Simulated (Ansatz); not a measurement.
Geometry optimisation, RKS r2SCAN-D4/def2-TZVP (Ansatz).

The input (input.yaml):

```yaml
crystal:
  periodic: [false, false, false]
  atoms:
    - { symbol: Al, position_ang: [0.0, 0.0, 0.0] }
    - { symbol: H, position_ang: [0.0, 0.0, 1.56] }
    - { symbol: H, position_ang: [1.351, 0.0, -0.78] }
    - { symbol: Cl, position_ang: [-1.9312, 0.0, -1.115] }
basis:
  gaussian: { orbitals: def2-TZVP }
hamiltonian:
  xc: r2scan
  dispersion: d4
relax:
  f_tol: 0.02
  max_steps: 40
output:
  orbitals: {}
```

Command:

```bash
$ ansatz run input.yaml --threads 2 --pin off --max-ram 3072MiB --backend cpu --events-out ev --progress --plain --runs-dir out
```

Where does it end, and by what steps?

It converged. After 3 steps the energy has fallen by 0.137 eV; Cl4 moved furthest, 0.12 Å.

```json
{"step": "0", "energy less start (eV)": "0.0000", "largest force component (eV/Å)": "1.447", "accepted": "yes"}
{"step": "1", "energy less start (eV)": "-0.1265", "largest force component (eV/Å)": "0.483", "accepted": "yes"}
{"step": "2", "energy less start (eV)": "-0.1371", "largest force component (eV/Å)": "0.039", "accepted": "yes"}
{"step": "3", "energy less start (eV)": "-0.1373", "largest force component (eV/Å)": "0.004", "accepted": "yes"}
```

```xyz
4
Properties=species:S:1:pos:R:3
Al -0.006 0.000 -0.004
H -0.073 0.000 1.569
H 1.322 0.000 -0.848
Cl -1.824 0.000 -1.053
```

Whether the end is a true minimum wasn't checked by a vibrational analysis.

Time of the run: 6.2 s on 2 threads of Arm Neoverse V2, with other jobs on the host, peak memory 0.14 GiB.
